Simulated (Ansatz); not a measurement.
AlP (zinc blende): values from a third-order Birch-Murnaghan fit to a volume scan beside measured ones. Computed values: PBEsol (plane waves to 420 eV, PAW, scalar-relativistic; Ansatz, an electronic-structure program). AlP was relaxed with its symmetry unable to fall. The PAW data are Ansatz's earlier set.

```csv
quantity,reference,kind
Lattice constant a (Å),5.451,"measured, corrected to the static lattice"
Bulk modulus B₀ (GPa),87.4,"measured, corrected to the static lattice"
```

References as given in: Daniel Mejia-Rodriguez, S. B. Trickey, Physical Review B (2018), arXiv:1807.09216.

Question: What does PBEsol give, and how far is that from the reference?

Answer: 
```tsv
quantity	PBEsol	difference
Lattice constant a (Å)	5.470	+0.4 %
Bulk modulus B₀ (GPa)	86.9	-0.6 %
```

PBEsol overestimates the lattice constant a by 0.4 %. For the bulk modulus B₀ it lies within 5 % of the reference.

(A scan under strain: stresses follow from slopes of the energy per volume, elastic moduli from its curvatures.)
